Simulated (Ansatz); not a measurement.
Two shapes of singlet C₃H₈.

Shape 1:

```xyz
11

C    -1.2693   -0.4281    0.0000
H    -1.2693   -1.0788    0.8794
H    -1.2693   -1.0788   -0.8794
H    -2.1762    0.1837    0.0000
C     0.0000    0.4281    0.0000
H     0.0000    1.0788    0.8794
H     0.0000    1.0788   -0.8794
C     1.2693   -0.4281    0.0000
H     1.2693   -1.0788    0.8794
H     1.2693   -1.0788   -0.8794
H     2.1762    0.1837    0.0000
```

Shape 2:

```xyz
11

C    -1.2887   -0.4269    0.0120
H    -1.2867   -1.0534    0.8838
H    -1.2524   -1.1065   -0.8834
H    -2.1789    0.1937    0.0095
C    -0.0008    0.3993   -0.0008
H     0.0078    1.0733    0.8972
H     0.0051    1.0583   -0.9064
C     1.3075   -0.4209   -0.0109
H     1.2866   -1.0722    0.8744
H     1.2458   -1.0393   -0.8777
H     2.1548    0.1763    0.0024
```

Basis set: cc-pVDZ (spherical functions). Left uncorrelated: 3 orbitals. Charge 0, multiplicity 1.

Computed with Ansatz (development build ahead of 0.2.0); each method stands on the lowest determinant of its kind that the runs found.

Question: Which shape is lower in energy, and by how much in each method?

Answer:

```csv
method,E(2) − E(1) (eV)
RHF,0.198
RHF-MP2,0.197
```

Shape 1 is lower.
